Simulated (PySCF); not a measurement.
# How methods differ on the ionisation energy of N

N [He] 2s2 2p3 (4S) → N⁺ [He] 2s2 2p2 (3P), as a difference of total energies. Calculation: PySCF 2.14, in aug-cc-pVDZ (4s3p2d, 23 functions); the non-relativistic Hamiltonian (point nucleus). Correlated levels: valence: 1s2 frozen. The calculations carry no spin-orbit coupling.

```
           method  ionisation energy (eV)
              UHF                  13.930
              LDA                  15.019
              PBE                  14.757
             PBE0                  14.733
           r2SCAN                  14.849
            TPSSh                  14.681
          LC-wPBE                  14.902
        BHandHLYP                  14.476
            M06-L                  14.864
    MP2 (valence)                  14.478
SCS-MP2 (valence)                  14.260
```

Question: How much does correlation contribute at MP2 (valence)?

Answer: 14.478 − (13.930) = 0.548 eV, measured against UHF.

A first-order spin-orbit estimate (lowest level to lowest level, LS coupling) adds -0.011 eV.

Errors of the correlated levels include the incompleteness of this basis and the frozen core.

For comparison: 14.534 eV (measured; NIST Atomic Spectra Database, ionization energies).
